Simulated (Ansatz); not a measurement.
Take a crystal in which Sb has been replaced by P on all its sites, with the cell rescaled by a rough guess (in some cases also distorted within its space group) and nothing relaxed:

```yaml
crystal:
  lattice:
    - [2.02804, 1.17089, 3.50988]
    - [-2.02804, 1.17089, 3.50988]
    - [0.00000, -2.34178, 3.50988]
  atoms:
    - { symbol: P, position: [0.77642, 0.77642, 0.77642] }
    - { symbol: Bi, position: [0.22358, 0.22358, 0.22358] }
```

Theory: DFT PBEsol, scalar-relativistic, plane waves, PAW in Ansatz 0.2.0.

Plane waves to 420 eV, a k mesh through Γ of 12×12×12 on the computed 2-atom cell and Gaussian smearing (0.01 eV); no spin polarisation.

(1) What pressure does the cell carry?

(2) Is it a metal on this mesh?

(3) What is its energy against the elements in their standard states?

Spin-orbit coupling is left out, which matters for the bands of heavy elements.

Results:

(1) The pressure is 4.0 GPa (positive in compression), so the cell would expand.

(2) No: the gap is 0.23 eV, the least direct gap 0.38 eV.

(3) +0.124 eV/atom at this unrelaxed geometry, with the elements in the same functional.